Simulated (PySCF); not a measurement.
## Broadened absorption spectrum of [C4H7]+

C4H7 (charge +1).
Numbering: `[CH2:1]=[CH:2][CH+:3][CH3:4]` (hydrogens: H5, H6 on C1; H7 on C2; H8 on C3; H9, H10, H11 on C4)

Computed with TDDFT CAM-B3LYP/def2-SVPD, vertical, gas phase, core orbitals frozen in the response in PySCF. Isolated species at its PBE0-D3(BJ)/def2-SVP geometry (one conformer only). Torsions of this conformer, `[CH2:1]=[CH:2][CH+:3][CH3:4]`: C1–C2–C3–C4 0°.

Broadening: Gaussians 0.4 eV wide at half height, area fixed by f = 4.319×10⁻⁹ ∫ε dν̃. The width is an assumption, not a result. The curve ends short of the highest state used, and states not computed would add to its high-energy end.

(E (eV), ε (L mol⁻¹ cm⁻¹)): (4.56, 49), (4.70, 635), (4.83, 3744), (4.97, 13150), (5.11, 23447), (5.25, 21252), (5.39, 9830), (5.52, 2653), (5.66, 348), (5.80, 25), (5.94, 1), (6.08, 0), (6.21, 3), (6.35, 13), (6.49, 30), (6.63, 36), (6.77, 22), (6.91, 7), (7.04, 11), (7.18, 99), (7.32, 624), (7.46, 2252), (7.60, 4369), (7.73, 4498), (7.87, 2434), (8.01, 670), (8.15, 94), (8.29, 7), (8.42, 0), (8.56, 1), (8.70, 5), (8.84, 33), (8.98, 294), (9.11, 1663), (9.25, 5949), (9.39, 10911)

(1) Locate the maxima and give the states behind the curve.

(2) Coming from long wavelengths, where does ε first pass 100 L mol⁻¹ cm⁻¹?

(3) On this curve, what absorbance would a 10⁻⁴ mol/L sample give at 266 nm over a 1 cm path?

Results:

(1) 240 nm (5.16 eV), ε about 24000, made up of S1 (97%); 188 nm (6.60 eV), ε about 36, made up of S4 (100%); 162 nm (7.67 eV), ε about 4800, made up of S6 (99%) (ε in L mol⁻¹ cm⁻¹; maxima over ε = 5, shares over 10%). At its high-energy end, 9.39 eV, the curve is still rising (ε about 11000, from S8). The states used: S1 5.16 eV (f 0.351); S2 5.18 eV (f 0.010); S3 5.35 eV (f 0.0026); S4 6.60 eV (f 0.0005); S5 7.47 eV (f 0.0021); S6 7.67 eV (f 0.070); S7 9.02 eV (f 0.0003); S8 9.44 eV (f 0.170); S9 9.86 eV (f 0.020); S10 9.99 eV (f 0.0015).

(2) At about 270 nm (4.60 eV), 0.56 eV below S1.

(3) 266 nm is 4.661 eV, where ε is about 330 L mol⁻¹ cm⁻¹, so A = ε c l ≈ 0.033 (Beer–Lambert, with the gas-phase spectrum and the assumed width).

The vertical ionisation energy (ΔSCF) is 17.10 eV, 7.11 eV above S10.
